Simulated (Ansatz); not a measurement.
# CH5Al + H2O: a complex and its separated parts

The complex below is one end of an elementary step. How strongly is it bound against its free parts?

Program: Ansatz 0.2.0, Gaussian basis. Level of theory: PBE0-D4/def2-TZVP structures, single points in def2-TZVPP, no counterpoise correction. These are calculated values, not measurements.

Levels: SPW92, PBE-D4, BLYP-D4, r2SCAN-D4, B97M-V, PBE0-D4, B3LYP-D4, r2SCAN0-D4, BHLYP-D4, CAM-B3LYP-D4, wB97X-V, wB97M-V, B2PLYP, PBE-QIDH, RPA on PBE, Hartree-Fock, MP2, CCSD, CCSD(T).

Correlated methods freeze the cores. B3LYP uses VWN-RPA correlation. B2PLYP carries no dispersion term here.

78 further runs of the same task are left out: 78 set aside as unsound or not needed.

### Step 1. The system as given

The complex: 10 atoms, charge 0, spin multiplicity 1.

Atoms are counted from 1 here; the program's logs count them from 0.

Bond lengths: Al1–O2 2.039 Å, Al1–H3 1.608 Å, Al1–H4 1.596 Å, Al1–C6 1.972 Å, O2–H5 0.964 Å, O2–H7 0.964 Å, C6–H8 1.096 Å, C6–H9 1.096 Å, C6–H10 1.095 Å. Angles: O2–Al1–H3 94.3°, O2–Al1–H4 102.3°, O2–Al1–C6 98.0°, H3–Al1–H4 117.3°, H3–Al1–C6 118.3°, H4–Al1–C6 118.4°, Al1–O2–H5 112.1°, Al1–O2–H7 109.9°, H5–O2–H7 107.6°, Al1–C6–H8 113.3°, Al1–C6–H9 112.5°, Al1–C6–H10 110.5°, H8–C6–H9 107.9°, H8–C6–H10 106.2°, H9–C6–H10 106.0°.

Geometry (Å):

```
Al   -0.7690    0.3019   -0.4416
O     1.0817    1.0676   -0.8213
H    -0.9233   -0.3665   -1.8957
H    -1.6255    1.6150   -0.1440
H     1.7512    0.7096   -0.2281
C    -0.2780   -0.8610    1.0728
H     1.3464    0.8543   -1.7229
H     0.4562   -1.6300    0.8077
H     0.1183   -0.2964    1.9247
H    -1.1580   -1.3946    1.4484
```

Its parts: CH5Al holds atoms 1, 3, 4, 6, 8, 9, 10; H2O holds atoms 2, 5, 7. Each part counts its atoms afresh in its own runs.

### Step 2. Relaxing CH5Al alone

File relax-a/in.yaml:

```yaml
crystal:
  periodic: [false, false, false]
  atoms:
    - {symbol: Al, position_ang: [-0.769027, 0.301946, -0.441641]}
    - {symbol: H, position_ang: [-0.923266, -0.366524, -1.895683]}
    - {symbol: H, position_ang: [-1.625484, 1.614991, -0.143997]}
    - {symbol: C, position_ang: [-0.278015, -0.861042, 1.072827]}
    - {symbol: H, position_ang: [0.456245, -1.629969, 0.807745]}
    - {symbol: H, position_ang: [0.118308, -0.296351, 1.924703]}
    - {symbol: H, position_ang: [-1.157982, -1.394581, 1.448446]}
basis:
  gaussian: {orbitals: def2-TZVP}
hamiltonian: {xc: pbe0, dispersion: d4}
relax: {f_tol: 0.005, max_steps: 200}
```

On the command line:

```sh
$ ansatz run in.yaml --threads 2 --pin off --events-out ev --progress --plain --max-ram 4352MiB
```

After this run come: Relaxing H2O alone; SPW92/def2-TZVPP; PBE-D4/def2-TZVPP; BLYP-D4/def2-TZVPP; r2SCAN-D4/def2-TZVPP; B97M-V/def2-TZVPP; PBE0-D4/def2-TZVPP; B3LYP-D4/def2-TZVPP; r2SCAN0-D4/def2-TZVPP; BHLYP-D4/def2-TZVPP; CAM-B3LYP-D4/def2-TZVPP; wB97X-V/def2-TZVPP; wB97M-V/def2-TZVPP; B2PLYP/def2-TZVPP; PBE-QIDH/def2-TZVPP; RPA on PBE/def2-TZVPP; CCSD(T)/def2-TZVPP; Vibrations of CH5Al; Vibrations of H2O.

**Question.** What will these runs give? Wanted: complex less parts, CCSD(T)/def2-TZVPP; with zero-point energy; largest T1 diagnostic.

As calculated:

| quantity | value |
| --- | --- |
| complex less parts, CCSD(T)/def2-TZVPP | -0.858 eV |
| with zero-point energy | -0.732 eV |
| largest T1 diagnostic | 0.009 |

In words: At CCSD(T) the complex lies 0.858 eV below its parts. The functionals run from PBE-D4, off by +0.013 eV, to SPW92, off by -0.236 eV, against CCSD(T). Mean unsigned error by rung: LDA 0.236, GGA 0.052, meta-GGA 0.051, hybrid 0.039, range-separated hybrid 0.024, double hybrid 0.043 eV. PBE-D4 gives a relative energy 0.013 eV too high, inside chemical accuracy (1 kcal/mol, 0.043 eV). No counterpoise was applied, and triple zeta lacks some correlation, so the CCSD(T) reference has a basis error of its own, and close matches with it are partly luck.
